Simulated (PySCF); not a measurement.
HBO, BHO, SMILES B=O, point group C∞v.

Force field and properties: B3LYP/pcJ-1 (PySCF, grid level 2). Vibrational terms come from second-order perturbation theory with semi-diagonal cubic constants, by steps of ±0.6 along the normal coordinates of each isotopologue. The parent has the commonest isotopes.

Equilibrium geometry (Å):

| atom | x | y | z |
| --- | --- | --- | --- |
| B1 | 0.0051 | 0.0410 | -0.0165 |
| O2 | 1.1388 | 0.4236 | -0.0444 |
| H3 | -1.0980 | -0.3316 | 0.0107 |

Task: Give the equilibrium and ground-state rotational constants (MHz) of parent; ²H at 3; ¹⁷O at 2; ¹⁰B at 1, ¹⁷O at 2; ¹⁰B at 1; ¹⁷O at 2, ²H at 3; ¹⁰B at 1, ²H at 3.

Result: 
| species | Be | B0 | harmonic ZPE (cm⁻¹) |
| --- | --- | --- | --- |
| parent | 39632 | 39455 | 3190 |
| ²H at 3 | 31744 | 31618 | 2650 |
| ¹⁷O at 2 | 38724 | 38553 | 3177 |
| ¹⁰B at 1, ¹⁷O at 2 | 40108 | 39928 | 3219 |
| ¹⁰B at 1 | 40999 | 40813 | 3232 |
| ¹⁷O at 2, ²H at 3 | 31022 | 30900 | 2636 |
| ¹⁰B at 1, ²H at 3 | 32449 | 32319 | 2695 |

Task: And its quartic centrifugal distortion constants from the harmonic force field?

Result: Linear top: D = 77.5 kHz.
